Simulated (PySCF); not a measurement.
C₄H₂N₂.
Geometry (GFN2-xTB, Å), atoms numbered from 1 in this order:
```xyz
8
C4H2N2 angstrom
C      1.9855    0.1310    0.0717
C      0.7889    0.0335    0.0274
C     -0.6248   -0.1647   -0.0240
N     -1.2452   -1.2671   -0.0334
C     -1.3630    1.0640   -0.0700
N     -1.9056    2.0701   -0.1066
H      3.0297    0.2388    0.1107
H     -0.6564   -2.0963   -0.0004
```

PySCF, density fitting, gas phase, GFN2-xTB geometry. The standard run uses grid level 2 after a coarse-grid start, the def2-universal JK fitting basis (with tight functions added where the orbital basis needs them), an energy threshold of 1e-9 Eh and DIIS. Cycle counts include a coarse-grid stage where the run had one.

Problem. Standard PBE0/def2-SVPD: E = -262.507267 Eh, HOMO -8.902 eV, LUMO -2.866 eV, dipole 4.722 D, 14 cycles (coarse-grid cycles included). What changes at PBE0/def2-SVPD with: grid level 4?

Solution. E = -262.507267 Eh (0.000 mEh), HOMO -8.902 eV (0.000), LUMO -2.866 eV (0.000), dipole 4.722 D (0.000), 14 SCF cycles. The result matches the standard run within 0.02 mEh and 0.003 eV.

The cycles:
```
cycle   1  E = -262.4072002192  dE =  9.709e-01  |g| = 5.256e-01  |ddm| = 8.086e+00
cycle   2  E = -262.2151671221  dE =  1.920e-01  |g| = 1.086e+00  |ddm| = 3.009e+00
cycle   3  E = -262.4688793907  dE = -2.537e-01  |g| = 1.474e-01  |ddm| = 1.582e+00
cycle   4  E = -262.4729136095  dE = -4.034e-03  |g| = 7.128e-02  |ddm| = 2.979e-01
cycle   5  E = -262.4739192031  dE = -1.006e-03  |g| = 2.980e-02  |ddm| = 1.395e-01
cycle   6  E = -262.4741507767  dE = -2.316e-04  |g| = 4.530e-03  |ddm| = 6.139e-02
cycle   7  E = -262.4741560961  dE = -5.319e-06  |g| = 8.974e-04  |ddm| = 1.279e-02
cycle   8  E = -262.5072624373  dE = -1.579e-05  |g| = 4.117e-03  |ddm| = 8.154e-02
cycle   9  E = -262.5072595154  dE =  2.922e-06  |g| = 5.666e-03  |ddm| = 2.417e-02
cycle  10  E = -262.5072659847  dE = -6.469e-06  |g| = 1.536e-03  |ddm| = 1.406e-02
cycle  11  E = -262.5072665980  dE = -6.133e-07  |g| = 1.660e-04  |ddm| = 2.805e-03
cycle  12  E = -262.5072665986  dE = -5.479e-10  |g| = 1.579e-04  |ddm| = 4.255e-04
cycle  13  E = -262.5072666044  dE = -5.883e-09  |g| = 2.478e-05  |ddm| = 2.150e-04
cycle  14  E = -262.5072666046  dE = -1.379e-10  |g| = 8.534e-06  |ddm| = 4.703e-05
```

Problem. Standard PBE0/pcSseg-1: E = -262.663842 Eh, HOMO -8.895 eV, LUMO -2.772 eV, dipole 4.790 D, 14 cycles (coarse-grid cycles included). What changes at PBE0/pcSseg-1 with: energy threshold 1e-08 Eh?

Solution. E = -262.663842 Eh (0.000 mEh), HOMO -8.895 eV (0.000), LUMO -2.772 eV (0.000), dipole 4.790 D (0.000), 10 SCF cycles. The result matches the standard run within 0.02 mEh and 0.003 eV; such settings steer the iterations and don't enter the energy expression.

The cycles:
```
cycle   1  E = -262.5942305458  dE =  1.017e+00  |g| = 5.441e-01  |ddm| = 3.028e+00
cycle   2  E = -262.3989936582  dE =  1.952e-01  |g| = 1.109e+00  |ddm| = 1.666e+00
cycle   3  E = -262.6582748797  dE = -2.593e-01  |g| = 1.537e-01  |ddm| = 1.043e+00
cycle   4  E = -262.6625547213  dE = -4.280e-03  |g| = 7.348e-02  |ddm| = 1.660e-01
cycle   5  E = -262.6636005301  dE = -1.046e-03  |g| = 3.059e-02  |ddm| = 7.614e-02
cycle   6  E = -262.6638361157  dE = -2.356e-04  |g| = 4.813e-03  |ddm| = 3.791e-02
cycle   7  E = -262.6638419169  dE = -5.801e-06  |g| = 9.358e-04  |ddm| = 6.316e-03
cycle   8  E = -262.6638420489  dE = -1.320e-07  |g| = 5.829e-04  |ddm| = 1.097e-03
cycle   9  E = -262.6638421200  dE = -7.105e-08  |g| = 1.802e-04  |ddm| = 6.437e-04
cycle  10  E = -262.6638421281  dE = -8.141e-09  |g| = 2.495e-05  |ddm| = 1.758e-04
```
